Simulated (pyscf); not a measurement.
`[O]=[Ga][OH]` + `[H][H]` → `[OH][GaH][OH]` (addition across a multiple bond or ene-type step; singlet surface; H–H broken, H–O, Ga–H formed). PySCF, gas phase, ωB97X-D3(BJ)/def2-SVP geometries. Energies in kcal/mol from the separated reactants.

| level | barrier | reaction energy |
|---|---|---|
| ωB97X-D3(BJ)/def2-TZVP | 16.4 | -61.6 |
| PBE/def2-TZVP | 14.7 | -51.3 |
| r²SCAN/def2-TZVP | 14.7 | -57.0 |
| PBE0-D3(BJ)/def2-TZVP | 13.7 | -60.7 |
| M06-2X/def2-TZVP | 15.5 | -63.6 |
| HF/def2-TZVP | 21.9 | -73.7 |

The functionals in the table span 2.7 kcal/mol in this barrier, from PBE0-D3(BJ) to ωB97X-D3(BJ)/def2-TZVP. On the product side the descent ends in a point that may be a rotor saddle (no frequency run), 1.6 kcal/mol over the lowest minimum found and 76.3 kcal/mol under the saddle at ωB97X-D3(BJ)/def2-TZVP. At the saddle there is also a short Ga–H contact that neither side keeps. One saddle was located; it need not be the lowest between these sides. Elements up to Kr have no core potential and no relativistic terms here.
